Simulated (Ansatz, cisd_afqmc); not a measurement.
Species: CH₃NO, charge 0, singlet. CH3NO (SMILES NC=O).
B3LYP-D3(BJ)/def2-TZVP minimum from Ansatz (an electronic-structure program):
```xyz
6

N     -1.0698     0.1943     0.1075
C      0.2724     0.3136    -0.0479
O      1.0507    -0.6113    -0.0819
H     -1.4767    -0.7220     0.2042
H     -1.6667     1.0020     0.1281
H      0.5920     1.3678    -0.1427
```
Charge 0, spin multiplicity 1.

Total energies in cc-pVDZ, 18 correlated electrons, 3 frozen orbitals. UHF or UKS for unpaired electrons; spin-orbit terms are left out. Correlated methods leave the cores frozen. No relativity. The Monte Carlo rows (phaseless AFQMC, CISD trial, step 0.005/hartree) carry one-sigma bars that omit the constraint's bias. Outlying blocks are dropped, and bars are widened where a walk drifts. Over all cases where full CI ran beside it in this data, AFQMC minus full CI had a median of +0.1 mEh and passed +0.4 mEh in a tenth of the cases.

```csv
method,program,energy (Eh),minus CCSDT(Q) (mEh)
HF,Ansatz,-168.94820,518.26
MP2,Ansatz,-169.43052,35.94
CCSD,Ansatz,-169.44909,17.37
CCSD(T),Ansatz,-169.46438,2.08
CCSDT(Q),Ansatz,-169.46646,0.00
AFQMC/CISD,cisd_afqmc,-169.4665 ± 0.0003,0.0 ± 0.3
```

Rough core times of Ansatz's runs on a shared machine: CCSD(T) under 20 s, CCSDT(Q) 60 s.
